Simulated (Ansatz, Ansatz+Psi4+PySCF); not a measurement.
```xyz
4

B     0.0000    0.0000    0.0000
F     1.2055    0.0000    0.0000
F    -0.6028    1.0440    0.0000
F    -0.6028   -1.0440    0.0000
```

Basis set: cc-pVTZ (spherical functions). Correlated methods keep 4 orbitals frozen. Charge 0, multiplicity 1.

Computed with Ansatz (development build ahead of 0.2.0); each method stands on the lowest determinant of its kind that the runs found. Restricted open shells among the atoms or ions are ROHF, correlated in semicanonical orbitals with singles.

(1) Give the atomization energy at this shape (free ground-state atoms in the same class of orbitals less the molecule, no zero-point energy) of singlet BF₃ by RHF-MP2, RHF.

Results:

(1)

```csv
method,atomization energy
RHF-MP2,456.13 kcal/mol
RHF,352.90 kcal/mol
```

Caution: no unrestricted run beside it, a lower state can exist; the shape is not the minimum.
